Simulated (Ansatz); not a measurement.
## A rate constant, worked out

An elementary step of BH3O2, singlet (BH₃O₂ ([OH][BH][OH]) → BHO ([BH][O]) + H₂O; B–O, O–H broken or loosened, O–H formed or tightened). The start structure is the reactant molecule, and the electronic barrier above it is 2.390 eV by CCSD(T) at an estimated basis limit (MP2 extrapolated from triple and quadruple zeta, plus CCSD(T) − MP2 in triple zeta). Computed with Ansatz 0.2.0 (basis: def2-TZVPP and def2-QZVPP); correlated methods freeze the cores. Extrapolation: Hartree–Fock as exp(−7.88 √X), correlation as X^−2.97. Harmonic wavenumbers at PBE0-D4/def2-TZVP (Ansatz 0.2.0), in cm⁻¹:

Start: 476, 531, 636, 927, 965, 1008, 1113, 1248, 1467, 2627, 3854, 3916.

Saddle: 1268i, 513, 659, 746, 796, 930, 1004, 1342, 1597, 2189, 2714, 3821.

(1) Work out the transition-state-theory rate constant at 300 K from these numbers alone (harmonic vibrations; rotation, path degeneracy and anharmonicity left out), and the Wigner tunnelling factor. Use 1 cm⁻¹ = 1.2398 × 10⁻⁴ eV and k_B = 8.617 × 10⁻⁵ eV/K.

T1 diagnostic: at most 0.018.

Results:

(1) Zero-point energies, half the sums: start 18768/2 cm⁻¹ = 1.1635 eV; saddle, real modes only, 16311/2 cm⁻¹ = 1.0112 eV.
Barrier with zero-point energy: 2.390 + 1.0112 − 1.1635 = 2.2377 eV.
k_BT = 0.02585 eV, so the barrier is 86.56 k_BT.
Vibrational partition functions from the zero-point level, ln q = −Σ ln(1 − exp(−hν/k_BT)): start 0.275, saddle 0.205.
k = (k_BT/h) exp(ln q‡ − ln q) exp(−E0/k_BT), with log₁₀(k_BT/h in s⁻¹) = 12.80: log₁₀ k = 12.80 + (-0.070 − 86.56)/2.3026 = -24.82, so k ≈ 2 × 10^(-25) s⁻¹.
Wigner factor: 1 + (hν‡/k_BT)²/24 = 1 + (6.08)²/24 = 2.54, too large for this simple formula to be trusted. A change of 1 kcal/mol (0.043 eV) in the barrier would change k by a factor of 5.4 at this temperature.

Labels in which every atom is bracketed show which atoms are joined, not bond orders.

For scale, one of the runs: CCSD(T)/def2-TZVPP, 135 basis functions, launched by `ansatz run in.yaml --threads 2 --pin off --events-out ev --progress --plain --max-ram 4352MiB`. Time: 9 s of wall clock on 2 CPU threads of an Arm Neoverse V1; the host was shared. Peak host memory: 0.76 GiB.
